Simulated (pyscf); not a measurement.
Elementary routes open to O=Mo(F)(F)(F)–F + hydrogen (H₂) in the gas phase (singlet surface):
A. O=MoH(F)(F)–F + hydrogen fluoride (HF) (F–Mo, H–H broken; H–Mo, F–H formed)
B. HO–MoH(F)(F)(F)–F (H–H broken; H–Mo, H–O formed)

Single points on ωB97X-D3(BJ)/def2-SVP structures (PySCF, gas phase).

Question: Rank the routes by free-energy barrier at 298 K, lowest first, for ωB97M-D3(BJ)/def2-TZVP energies (ideal gas, 1 atm, RRHO with modes under 100 cm⁻¹ raised to 100, one conformer, R ln 2 for chiral ones without a mode under 150 cm⁻¹).

Answer: A (47.4 kcal/mol), B (63.6 kcal/mol)

Route A is the fastest of these, ahead of the next by 16.3 kcal/mol. The most stable products are those of A (ΔG = +20.8 kcal/mol), so kinetics and thermodynamics agree. At 1200 K A is still the fastest. A: On the product side the descent ends in a complex, 6.4 kcal/mol under the separated species and 21.4 kcal/mol under the saddle at ωB97X-D3(BJ)/def2-TZVP. Only these routes are compared; each barrier is that of the saddle found, and lower ones may exist. Elements past Kr carry the def2 core potentials, without spin-orbit coupling.
